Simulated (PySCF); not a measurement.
# C4H4FN: geometry, NMR shifts, spin-spin couplings, electronic excitations and core binding energies

Aim: predict the NMR shifts, spin-spin couplings, electronic excitations and core binding energies of C4H4FN (`C/C(F)=C\C#N`).

Computed with PySCF 2.14.0, with density-fitted response routines of our own, on a single molecule in the gas phase. Atoms count from 0, in the outputs and in this text.

**1. The starting structure**

10 atoms, charge 0, multiplicity 1; geometry from: GFN2-xTB.

Bonds of the start (Å): C0–C1 1.48, C1–F2 1.35, C1–C3 1.33, C3–C4 1.40, C4–N5 1.15, C0–H6 1.09, C0–H7 1.09, C0–H8 1.09, C3–H9 1.08.

**2. Relaxing the molecule at PBE0-D3(BJ)/def2-SVP**

Job settings and geometry (Å):

```
{"job": {"xc": "PBE0", "basis": "def2-SVP", "d3": "d3bj", "grid": 1, "kind": "geom"}, "charge": 0, "multiplicity": 1}
C     -1.259132     0.341335     0.110943
C     -0.199226    -0.694709     0.151697
F     -0.659264    -1.926939     0.436051
C      1.109278    -0.539830    -0.057788
C      1.675541     0.709111    -0.360789
N      2.156162     1.719842    -0.610854
H     -0.831841     1.311272    -0.124008
H     -2.003577     0.075909    -0.639972
H     -1.767664     0.387333     1.074149
H      1.788606    -1.378670    -0.001956
```

**Question.** This job is followed by: GIAO PBE0/pcSseg-1 NMR shielding, non-relativistic, gas phase; B3LYP/pcJ-1 indirect spin-spin coupling, non-relativistic, gas phase; TDDFT B3LYP/def2-SVPD, vertical, gas phase, core orbitals frozen in the response; GIAO PBE/pcSseg-2 NMR shielding, non-relativistic, gas phase; delta-SCF UKS SCAN, pcX-2 on the ionised atom, pcseg-1 elsewhere, spin-free X2C. What will the session give for the following? point group; rotational constants (main isotopes); 13C shifts against TMS (PBE0/pcSseg-1); 1H shifts against TMS (PBE0/pcSseg-1, means over atoms taken as alike); 19F shifts against CFCl3 (PBE0/pcSseg-1); 15N shifts against NH3 (PBE0/pcSseg-1); largest coupling of the table (B3LYP/pcJ-1); lowest singlet (B3LYP/def2-SVPD); lowest triplet; vertical ionisation energy (ΔSCF); vertical electron affinity (ΔSCF); C1s binding energies, SCAN/pcX-2 (standing for 3 of 4 atoms); F1s binding energies, SCAN/pcX-2; N1s binding energies, SCAN/pcX-2; range of the shift of F2.

**Answer**, as computed:

```
                                                              quantity                                             value
                                                           point group                                                Cs
                                  rotational constants (main isotopes)                              8.89, 2.20, 1.78 GHz
                                13C shifts against TMS (PBE0/pcSseg-1)                      188.1, 119.8, 86.6, 18.9 ppm
1H shifts against TMS (PBE0/pcSseg-1, means over atoms taken as alike)                                    4.96, 2.28 ppm
                              19F shifts against CFCl3 (PBE0/pcSseg-1)                                         -59.3 ppm
                                15N shifts against NH3 (PBE0/pcSseg-1)                                         331.8 ppm
                           largest coupling of the table (B3LYP/pcJ-1)                          1J(C,F) C1–F2, -351.2 Hz
                                      lowest singlet (B3LYP/def2-SVPD)                       6.07 eV (204 nm), f = 0.365
                                                        lowest triplet                                           3.71 eV
                                     vertical ionisation energy (ΔSCF)                                          10.10 eV
                                     vertical electron affinity (ΔSCF)  -0.53 eV (unbound: the value hangs on the basis)
          C1s binding energies, SCAN/pcX-2 (standing for 3 of 4 atoms)                C4 292.38, C0 292.00, C3 291.89 eV
                                      F1s binding energies, SCAN/pcX-2                                      F2 693.91 eV
                                      N1s binding energies, SCAN/pcX-2                                      N5 404.89 eV
                                              range of the shift of F2                                -71.0 to -59.3 ppm
```

**Reading.** Over 7 steps the energy fell by 0.042 eV; of the close pairs, C1–F2 changed most, 1.346 to 1.326 Å. H9 (hydrogen on an alkene CH) lies farthest downfield among hydrogen, at 4.96 ppm; attached to an sp2 carbon and in the plane of the double bond. At PBE0/pcSseg-1: Shielding is most anisotropic at N5 (span 453 ppm, paramagnetic term -406 ppm). Of the pairs tabulated at B3LYP/pcJ-1, C1–F2 couples most strongly (-351.2 Hz; Fermi contact -316.8 Hz). The lowest singlet, at 6.07 eV, is HOMO→LUMO 0.91 and is bright. The lowest triplet lies 2.36 eV below the lowest singlet (triplets in Tamm-Dancoff, singlets in full TDDFT). The orbital energy would give 7.74 eV for ionisation, ΔSCF gives 10.10 eV. C4 (nitrile carbon) binds its C1s electron 0.49 eV more tightly than C3 (alkene CH). Only 3 of the 4 C atoms are covered by sound results. Across the 2 runs the shift of F2 moves most, between -71.0 (PBE/pcSseg-2) and -59.3 ppm (PBE0/pcSseg-1).
